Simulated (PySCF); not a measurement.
B: ionisation energy

B [He] 2s2 2p1 (2P) → B⁺ [He] 2s2 (1S), as a difference of total energies. Calculation: PySCF 2.14, in def2-TZVPPD (6s3p3d1f, 37 functions); the non-relativistic Hamiltonian (point nucleus). Correlated levels: valence and next inner shell: nothing frozen. The calculations carry no spin-orbit coupling.

```csv
method,ionisation energy (eV),error (eV)
UHF,8.042,-0.255
MP2 (valence and next inner shell),8.271,-0.026
SCS-MP2 (valence and next inner shell),8.237,-0.060
CCSD (valence and next inner shell),8.192,-0.105
CCSD(T) (valence and next inner shell),8.226,-0.071
CCSDT (valence and next inner shell),8.237,-0.060
```

Reference: 8.297 eV (measured; NIST levels, between the centres of gravity of the two terms).

Errors of the correlated levels include the incompleteness of this basis.
